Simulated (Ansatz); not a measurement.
Geometry optimisation, Ansatz 0.2.0, RKS BLYP/6-31G.

Input file:

```yaml
crystal:
  periodic: [false, false, false]
  atoms:
    - { symbol: "N", position_ang: [-0.94025, 0.08033, -0.48995] }
    - { symbol: Si, position_ang: [0.40815, 0.625, 0.62866] }
    - { symbol: O, position_ang: [1.72549, -0.18157, -0.07488] }
    - { symbol: H, position_ang: [-0.55711, -0.37599, -1.31363] }
    - { symbol: H, position_ang: [-1.50648, -0.62078, -0.02167] }
    - { symbol: H, position_ang: [0.00734, -0.35309, 1.76808] }
    - { symbol: H, position_ang: [1.51804, -1.0762, -0.36011] }
total_charge: -1
basis:
  gaussian: { orbitals: "6-31G" }
hamiltonian:
  xc: blyp
relax:
  f_tol: 0.015
  max_steps: 40
```

Command:

```bash
$ ansatz run input.yaml --threads 1 --pin off --max-ram 2048MiB --backend cpu --events-out ev --progress --plain --runs-dir out
```

Problem. Where does it end, and by what steps?

Solution. The run converged. Limits of this set-up: no polarisation functions, an anion without diffuse functions, the dipole of an ion depends on the origin. After 12 steps the energy has fallen by 0.794 eV; H4 moved furthest, 0.94 Å.

| step | energy less start (eV) | largest force component (eV/Å) | accepted |
| --- | --- | --- | --- |
| 0 | 0.0000 | 3.798 | yes |
| 1 | -0.4502 | 1.582 | yes |
| 2 | -0.6120 | 1.387 | yes |
| 3 | -0.7236 | 0.393 | yes |
| 4 | -0.7584 | 0.243 | yes |
| 5 | -0.7568 | 0.997 | no |
| 6 | -0.7835 | 0.150 | yes |
| 7 | -0.7912 | 0.079 | yes |
| 8 | -0.7553 | 0.780 | no |
| 9 | -0.7931 | 0.037 | yes |
| 10 | -0.7935 | 0.031 | yes |
| 11 | -0.7935 | 0.031 | no |
| 12 | -0.7936 | 0.005 | yes |

```xyz
7
Properties=species:S:1:pos:R:3
N -1.033 -0.043 -0.440
Si 0.442 0.693 0.469
O 1.912 -0.352 -0.070
H -1.205 0.303 -1.390
H -1.323 -1.026 -0.350
H 0.093 -0.156 1.808
H 1.768 -1.322 0.109
```

Run time: 18 s on 1 thread of Arm Neoverse V2 (shared host), peak memory 0.13 GiB.
